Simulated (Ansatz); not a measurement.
# B₂HF (triplet): from Hartree-Fock to the top rungs, cc-pVTZ

Aim: climb from Hartree-Fock through coupled cluster for B₂HF (triplet) at one geometry and basis, and see what each rung misses.

The runs use Ansatz 0.2.0, Gaussian basis; cc-pVTZ, core rule «outside noble gas», up to 3 orbitals frozen.

The runs, in order: UHF; CCSD(T) on ROHF; CCSD(T) on UHF; BCCD(T) on ROHF; CCSDT(Q) on ROHF; CCSDT(Q) on UHF.

9 further runs of the same task are left out: 1 that didn't finish, 8 set aside as unsound or not needed. Runs told in other sessions of the task aren't counted.

## (1) The system

The geometry is a PBE0/def2-TZVP stationary point (not a proven minimum).

4 atoms, charge 0, spin multiplicity 3.

Atoms are counted from 1 here; the program's logs count them from 0.

Bond lengths: B1–B2 1.633 Å, B2–F3 1.328 Å, B2–H4 1.205 Å. Angles: B1–B2–F3 125.5°, B1–B2–H4 114.3°, F3–B2–H4 120.2°.

## (2) UHF

in.yaml reads:

```yaml
crystal:
  periodic: [false, false, false]
  atoms:
    - {symbol: B, position_ang: [0.000000, -0.285996, 1.615495]}
    - {symbol: B, position_ang: [0.000000, 0.444539, 0.154784]}
    - {symbol: F, position_ang: [0.000000, -0.177695, -1.018097]}
    - {symbol: H, position_ang: [0.000000, 1.648828, 0.202133]}
basis:
  gaussian: {orbitals: cc-pVTZ}
magnetization: {spin_polarized: true, initial_magnetization: 2}
hamiltonian: {xc: hf}
output: {orbitals: {seedname: orbitals}}
```

On the command line:

```bash
> ansatz run in.yaml --threads 1 --pin off --events-out ev --progress --plain --max-ram 4096MiB --backend cpu
```

The runs that follow: CCSD(T) on ROHF; CCSD(T) on UHF; BCCD(T) on ROHF; CCSDT(Q) on ROHF; CCSDT(Q) on UHF.

Before running them: what should the planned runs give, taken together? Wanted: UCCSDT(Q) from the RHF energy; RMP2 from UCCSDT(Q); UMP2 from UCCSDT(Q); RCCSD from UCCSDT(Q); RCCSD(T) from UCCSDT(Q); UCCSD(T) from UCCSDT(Q); RCCSDT(Q) from UCCSDT(Q); T1 diagnostic.

The runs gave:

```
                         quantity                               value
    UCCSDT(Q) from the ROHF energy                         -11.6424 eV
              RMP2 from UCCSDT(Q)                         +1036.0 meV
              UMP2 from UCCSDT(Q)                         +1028.4 meV
             RCCSD from UCCSDT(Q)                          +423.6 meV
          RCCSD(T) from UCCSDT(Q)                           +46.7 meV
          UCCSD(T) from UCCSDT(Q)                           +46.1 meV
         RCCSDT(Q) from UCCSDT(Q)                            +3.8 meV
levels within 1 kcal/mol (43 meV)  BCCD(T), RCCSDT, UCCSDT, RCCSDT(Q)
                    T1 diagnostic                               0.027
```

RCCSD(T) lands +46.7 meV from the yardstick (0.4 % of the correlation energy). These misses are within one basis, not against nature; the frozen cores of restricted and unrestricted runs differ, which can shift their rows.
